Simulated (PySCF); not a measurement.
Gas-phase reaction: 4 Si(CH3)4 + CCl4 = 4 (CH3)3SiCl + 2 C2H6 + C

Method: PySCF energies plus ideal-gas RRHO corrections (1 bar). † marks an energy on the PBE0/def2-TZVP geometry and frequencies. MP2 freezes the core. Open shells (unrestricted): C (multiplicity 3, electronic degeneracy 9); the rest are closed-shell singlets. Spin-orbit splitting is ignored; it lowers the true energy and changes the entropy of C. B3LYP is the form with VWN-RPA correlation. MP2 isn't extrapolated to the basis-set limit; its ΔH°(298 K) is 101.2 kJ in def2-SVP and 120.5 kJ in def2-TZVPP. The harmonic model lacks anharmonicity and excited electronic states, which grow with temperature; levels with a mode under 35 cm⁻¹ are left out. Internal rotation in Si(CH3)4, (CH3)3SiCl, C2H6 is treated as a harmonic vibration of one conformer, which makes the entropy rough.

```json
[
 {"level": "B3LYP/def2-TZVP†", "ΔE electronic, kJ": "76", "ΔH°(298 K), kJ": "83", "ΔS°(298 K), J/K": "327", "ΔG°(1400 K), kJ": "-345"},
 {"level": "HF/def2-TZVP†", "ΔE electronic, kJ": "-187", "ΔH°(298 K), kJ": "-180", "ΔS°(298 K), J/K": "327", "ΔG°(1400 K), kJ": "-609"},
 {"level": "M06-2X/def2-TZVP†", "ΔE electronic, kJ": "102", "ΔH°(298 K), kJ": "109", "ΔS°(298 K), J/K": "327", "ΔG°(1400 K), kJ": "-320"},
 {"level": "MP2/def2-SVP†", "ΔE electronic, kJ": "94", "ΔH°(298 K), kJ": "101", "ΔS°(298 K), J/K": "327", "ΔG°(1400 K), kJ": "-328"},
 {"level": "MP2/def2-TZVPP†", "ΔE electronic, kJ": "113", "ΔH°(298 K), kJ": "120", "ΔS°(298 K), J/K": "327", "ΔG°(1400 K), kJ": "-308"}
]
```
ΔH° is lowest at HF/def2-TZVP† and highest at MP2/def2-TZVPP†. No reference value is set beside these.
